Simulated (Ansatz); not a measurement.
# B2SiH+ (quintet): the correlation ladder, cc-pVTZ

One table from this session's results is given with a row withheld; the runs are named, their logs left out.

Method: cc-pVTZ, core rule «outside noble gas», up to 7 orbitals frozen; program: Ansatz 0.2.0, Gaussian basis.

The runs, in order: UHF; CCSD(T) on ROHF; CCSD(T) on UHF; BCCD(T) on ROHF; CCSDT(Q) on ROHF; CCSDT(Q) on UHF; CASSCF and NEVPT2, 10 electrons in 13 orbitals.

5 further runs of the same task are left out: 5 set aside as unsound or not needed.

## The system

The geometry is a PBE0/def2-TZVP stationary point (not a proven minimum) of the parent state, kept for this charge and spin.

4 atoms, charge 1, spin multiplicity 5.

Atoms are counted from 1 here; the program's logs count them from 0.

Bond lengths: B1–B2 1.555 Å, B1–H4 1.178 Å, B2–Si3 1.975 Å. Angles: B2–B1–H4 180.0°, B1–B2–Si3 180.0°.

Set-up of the first run:

File in.yaml:

```yaml
crystal:
  periodic: [false, false, false]
  atoms:
    - {symbol: B, position_ang: [0.000000, 0.000000, -0.976964]}
    - {symbol: B, position_ang: [0.000000, 0.000000, 0.578505]}
    - {symbol: Si, position_ang: [0.000000, 0.000000, 2.553858]}
    - {symbol: H, position_ang: [0.000000, 0.000000, -2.155400]}
basis:
  gaussian: {orbitals: cc-pVTZ}
total_charge: 1
magnetization: {spin_polarized: true, initial_magnetization: 4}
hamiltonian: {xc: hf}
output: {orbitals: {seedname: orbitals}}
```

The run is started by

```console
ansatz run in.yaml --threads 1 --pin off --events-out ev --progress --plain --max-ram 4096MiB --backend cpu
```

Among the steps run: UHF; CCSD(T) on ROHF; CCSD(T) on UHF; BCCD(T) on ROHF; CCSDT(Q) on ROHF; CCSDT(Q) on UHF; CASSCF and NEVPT2, 10 electrons in 13 orbitals.

One of the session's tables, all rows but one given; the rest of the session is left out.

| method | from UCCSDT(Q) (meV) |
| --- | --- |
| ROHF | +6525.0 |
| UHF | +6375.9 |
| RMP2 | +1343.8 |
| UMP2 | +1380.9 |
| RCCSD | +385.9 |
| UCCSD | +376.7 |
| RCCSD(T) | ? |
| UCCSD(T) | +79.5 |
| BCCD(T) | +79.2 |
| RCCSDT | +23.9 |
| UCCSDT | +20.7 |
| RCCSDT(Q) | +3.3 |
| UCCSDT(Q) | 0 |
| CASSCF valence | +3909.5 |
| NEVPT2 valence | +937.4 |

**Question.** Estimate the row for RCCSD(T).

**Answer.** from UCCSDT(Q) (meV): +80.5. In the column «from UCCSDT(Q) (meV)» it lies between UCCSD(T) (+79.5) and UCCSD (+376.7).

Caveats from the session: Restricted and unrestricted rows rest on different reference determinants; where their highest levels disagree by more than a few hundredths of an eV, they describe different states and don't form one ladder.
